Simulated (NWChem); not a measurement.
Correlation energy of fluorine (F2)

SMILES: FF
```xyz
2

F      0.0000     0.0000     0.6882
F      0.0000     0.0000    -0.6882
```
Charge 0, spin multiplicity 1.

All runs are NWChem calculations. Structure: optimised with PBE0/def2-SVP, a minimum by its harmonic frequencies.

Basis set: STO-3G. Each correlation energy counts from its own Hartree-Fock reference.

The correlated methods keep 2 core orbitals frozen. No row is a measurement; the coupled-cluster row has its own basis-set and correlation limits.

**Question.** For the correlation energy, MP2 gives -48.0 mHa and SCS-MP2 gives -57.6 mHa. What do CCSD, CCSD+T(CCSD), CCSD(T) give?

**Answer.** CCSD: -74.5 mHa; CCSD+T(CCSD): -74.5 mHa; CCSD(T): -74.5 mHa.
